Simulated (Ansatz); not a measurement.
Input for Ansatz (a program for electronic structure): R-CCSD(T)/aug-cc-pVDZ on HOCH3Fts, charge -1. Charge -1.

Ansatz 0.2 input:
```yaml
crystal:
  periodic: [false, false, false]
  atoms:
    - {symbol: F, position_ang: [0.02253600, -0.00745300, 0.00552900]}
    - {symbol: C, position_ang: [-0.01842000, 0.00503700, 1.76492500]}
    - {symbol: H, position_ang: [1.04805000, 0.00524000, 1.85414600]}
    - {symbol: H, position_ang: [-0.54781900, 0.93470700, 1.79222400]}
    - {symbol: H, position_ang: [-0.54895500, -0.92343300, 1.80576200]}
    - {symbol: O, position_ang: [0.00126500, 0.01920000, 3.75059900]}
    - {symbol: H, position_ang: [-0.92676300, 0.03161500, 3.99758100]}
basis:
  gaussian:
    orbitals: aug-cc-pVDZ
total_charge: -1
magnetization: {spin_polarized: false}
correlation: {method: ccsd_t, electrons: outside_noble_gas}
scf: {lower_state_search: off}
```

Task: Give the final energy of this run.

Result: -215.0994 hartree (reference determinant -214.4463, T1 diagnostic 0.022).

Task: How many basis functions does it have, and what does it roughly cost on one machine?

Result: 105 functions; about 12 core-seconds (a rough figure).
